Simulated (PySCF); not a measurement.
Ionisation energy of He by level of theory

He 1s2 (1S) → He⁺ 1s1 (2S), as a difference of total energies. Calculation: PySCF 2.14, in ANO-RCC-VTZP; the spin-free X2C one-electron Hamiltonian (Gaussian nucleus). Correlated levels: valence: nothing frozen. The calculations carry no spin-orbit coupling.

```json
{"method": "UHF", "ionisation energy (eV)": "23.467", "error (eV)": "-1.120"}
{"method": "LDA", "ionisation energy (eV)": "24.319", "error (eV)": "-0.268"}
{"method": "PBE", "ionisation energy (eV)": "24.481", "error (eV)": "-0.106"}
{"method": "PBE0", "ionisation energy (eV)": "24.465", "error (eV)": "-0.122"}
{"method": "r2SCAN", "ionisation energy (eV)": "24.640", "error (eV)": "+0.053"}
{"method": "TPSSh", "ionisation energy (eV)": "24.743", "error (eV)": "+0.156"}
{"method": "BP86", "ionisation energy (eV)": "24.879", "error (eV)": "+0.292"}
{"method": "wB97M-V", "ionisation energy (eV)": "24.770", "error (eV)": "+0.183"}
{"method": "M06-2X", "ionisation energy (eV)": "24.748", "error (eV)": "+0.161"}
{"method": "MP2 (valence)", "ionisation energy (eV)": "24.353", "error (eV)": "-0.234"}
{"method": "SCS-MP2 (valence)", "ionisation energy (eV)": "24.531", "error (eV)": "-0.056"}
```

Reference: 24.587 eV (measured; NIST Atomic Spectra Database, ionization energies).

Errors of the correlated levels include the incompleteness of this basis.
